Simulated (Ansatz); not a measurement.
**Group exchange: N2H4 + C5H10O → H3NO + C5H11N**

Species: N2H4 (hydrazine) `NN`, singlet; C5H10O (cyclopentanol) `OC1CCCC1`, singlet; H3NO `NO`, singlet; C5H11N (cyclopentylamine) `NC1CCCC1`, singlet. The partners trade NH2 for OH: N–NH2 and C–OH bonds give way to N–OH and C–NH2.

Shapes, held fixed at every level: PBE0-D4/def2-TZVP. Flexible molecules stand in one conformer, not always the lowest. Programs: Ansatz 0.2.0. Electronic energies: no zero-point or thermal term.

(1) Estimate ΔE of this reaction.

Answers

(1) The highest level, CCSD(T)/CBS estimate, gives ΔE = +46.6 kJ/mol; the levels span +41.9 to +53.3. The column of differences is taken from that level and isn't an error. No measured value is set beside it here. The CBS estimate extrapolates MP2 from def2-TZVPP and def2-QZVPP and adds CCSD(T) − MP2 in the triple-zeta set, cores frozen.

| level | kind | ΔE (kJ/mol) | less CCSD(T)/CBS estimate |
| --- | --- | --- | --- |
| HF/def2-SVP | Hartree–Fock | +53.3 | +6.7 |
| SPW92/def2-TZVPP | LDA | +50.5 | +3.9 |
| r2SCAN-D4/def2-TZVPP | meta-GGA | +46.2 | -0.4 |
| wB97M-V/def2-TZVPP | range-separated hybrid | +47.2 | +0.6 |
| MP2/def2-TZVPP | perturbation theory | +47.2 | +0.6 |
| CCSD(T)/def2-SVP | coupled cluster or CI | +41.9 | -4.7 |
| CCSD/def2-TZVPP | coupled cluster or CI | +46.2 | -0.4 |
| CCSD(T)/CBS estimate | coupled cluster or CI | +46.6 | 0.0 |
